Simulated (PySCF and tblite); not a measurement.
Values are calculated unless marked as measured or tabulated.
C4H7N, numbered as in [CH3:1][CH2:2][CH2:3][C:4]#[N:5].

Level: PBE0-D3(BJ)/def2-TZVP//PBE0-D3(BJ)/def2-SVP, thermal terms from GFN2-xTB, symmetry numbers and mirror pairs counted. Conformers within 4 kcal/mol (GFN2-xTB free energy) were kept, 7 at most. Programs: PySCF with density fitting and tblite.

Torsions listed: C1–C2–C3–C4. Of a mirror pair one member is shown.

```
conformer  shape   symmetry  E(GFN2) kcal/mol
        1   -62°  C1 (pair)              0.00
        2   180°         Cs              0.00
```

(1) Which of these conformers is the most populated at 298.15 K, and with what share?

(2) Give the DFT energies and free energies relative to the lowest, and all weights.

(3) How does its share change from 180 K to 400 K?

## Answers

(1) Conformer 1, about 73 %.

(2) 
| conformer | shape | E(DFT) kcal/mol | G(298.15 K) kcal/mol | weight % |
| --- | --- | --- | --- | --- |
| 1 | -62° | 0.00 | 0.00 | 73.0 |
| 2 | 180° | 0.21 | 0.59 | 27.0 |

(3) From 77 % to 72 %; the mixing entropy goes from 2.14 to 2.17 cal/(mol K).
